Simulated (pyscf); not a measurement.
Structures and frequencies: ωB97X-D3(BJ)/def2-SVP in PySCF.

**Question.** Estimate the classical barrier height and the reaction energy of [Cl–V(Cl)(Cl)–Cl]• (SMILES [Cl][V]([Cl])([Cl])[Cl]) + HF (SMILES F) → [F–V(Cl)(Cl)–Cl]• (SMILES [F][V]([Cl])([Cl])[Cl]) + HCl (SMILES Cl) at ωB97X-D3(BJ)/def2-TZVP. The step runs on the doublet surface, breaks Cl–V, F–H and forms F–V, Cl–H; take the separated reactants as zero.

**Answer.** ΔE‡ = 12.3 kcal/mol, ΔE = -0.7 kcal/mol. ωB97M-D3(BJ)/def2-TZVP gives 12.7 kcal/mol and -3.1 kcal/mol. Zero-point energy shifts the barrier by -0.8 kcal/mol. It is a four-centre exchange, with an imaginary mode of 578i cm⁻¹. On the reactant side the descent ends in an adduct with a F–V contact, 2.4 kcal/mol under the separated species and 14.7 kcal/mol under the saddle at ωB97X-D3(BJ)/def2-TZVP. What is counted as formed (F–V) is already present as a longer contact in the reactant adduct; forming that adduct is a step of its own. One saddle was located; it need not be the lowest between these sides. Open-shell species with a d-block atom are single-reference here; other states, and whether the spin sits on metal or ligand, were not checked.
